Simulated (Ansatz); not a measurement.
# Al₂H₂ (triplet): the correlation ladder at distance Al1–H3 = 4.194 Å, 6-31G

An exercise on one series of results from a longer session: the logs are not shown, and one member is left open.

Program: Ansatz 0.2.0, Gaussian basis. Level of theory: 6-31G, core rule «outside noble gas», up to 10 orbitals frozen. These are calculated values, not measurements.

To be run: UHF; CCSD(T) on ROHF; CCSD(T) on UHF; BCCD(T) on ROHF; CISD; CCSDT(Q) on ROHF; CCSDT(Q) on UHF; CISDTQ; CASSCF and MRCISD+Q, 4 electrons in 4 orbitals; CASSCF and NEVPT2, 4 electrons in 4 orbitals; CASSCF and MRCISD+Q, 8 electrons in 10 orbitals; CASSCF and NEVPT2, 8 electrons in 10 orbitals; Full CI; Full CI in the symmetry of the determinant.

15 further runs of the same task are left out: 9 that didn't finish, 6 set aside as unsound or not needed.

## The system

The geometry derives from a PBE0/def2-TZVP stationary point (not a proven minimum). One bond is set to the value named and the two fragments are kept rigid.

4 atoms, charge 0, spin multiplicity 3.

Atoms are counted from 1 here; the program's logs count them from 0.

Bond lengths: Al1–Al2 2.300 Å, Al2–H4 1.575 Å. Angles: Al1–Al2–H4 180.0°.

The first run:

in.yaml reads:

```yaml
crystal:
  periodic: [false, false, false]
  atoms:
    - {symbol: Al, position_ang: [0.000000, 0.000000, -0.495142]}
    - {symbol: Al, position_ang: [0.000000, 0.000000, 1.804870]}
    - {symbol: H, position_ang: [0.000000, 0.000000, -4.689142]}
    - {symbol: H, position_ang: [0.000000, 0.000000, 3.379413]}
basis:
  gaussian: {orbitals: 6-31G}
magnetization: {spin_polarized: true, initial_magnetization: 2}
hamiltonian: {xc: hf}
output: {orbitals: {seedname: orbitals}}
```

The run is started by

```console
$ ansatz run in.yaml --threads 1 --pin off --events-out ev --progress --plain --max-ram 2393MiB
```

Steps of the session up to this table: UHF; CCSD(T) on ROHF; CCSD(T) on UHF; BCCD(T) on ROHF; CISD; CCSDT(Q) on ROHF; CCSDT(Q) on UHF; CISDTQ; CASSCF and MRCISD+Q, 4 electrons in 4 orbitals; CASSCF and NEVPT2, 4 electrons in 4 orbitals; CASSCF and MRCISD+Q, 8 electrons in 10 orbitals; CASSCF and NEVPT2, 8 electrons in 10 orbitals; Full CI; Full CI in the symmetry of the determinant.

One of the session's tables, all rows but one given; the rest of the session is left out.

```
          method  from FCI (meV)
             UHF         +1887.5
            UMP2          +634.4
           UCCSD           +77.0
        UCCSD(T)           +31.0
          UCCSDT            +9.1
       UCCSDT(Q)               ?
     CASSCF pair         +1930.0
     NEVPT2 pair          +673.3
     MRCISD pair          +159.2
   MRCISD+Q pair            -6.3
  CASSCF valence          +467.7
  NEVPT2 valence          +154.0
  MRCISD valence           +12.5
MRCISD+Q valence            +3.7
             FCI               0
```

Q: Estimate the row for UCCSDT(Q) from the others.

The run gave: from FCI (meV): +3.8. In the column «from FCI (meV)» it lies between MRCISD+Q valence (+3.7) and UCCSDT (+9.1).

Left out of the table: ROHF, RMP2, CISD, RCCSD, RCCSD(T), BCCD(T), RCCSDT, CISDTQ, RCCSDT(Q) (another determinant or state than the rows shown).

Limits of these values: The determinant is far from a pure spin state, so its energy mixes those of several spin states (harmless only where they are near-degenerate, as at dissociation). MRCISD+Q pair falls below full CI: the +Q correction isn't variational, and the cores differ from full CI's. Levels on UHF freeze UHF's core orbitals, full CI those of ROHF, so the U rows can settle a little off it for that reason alone.
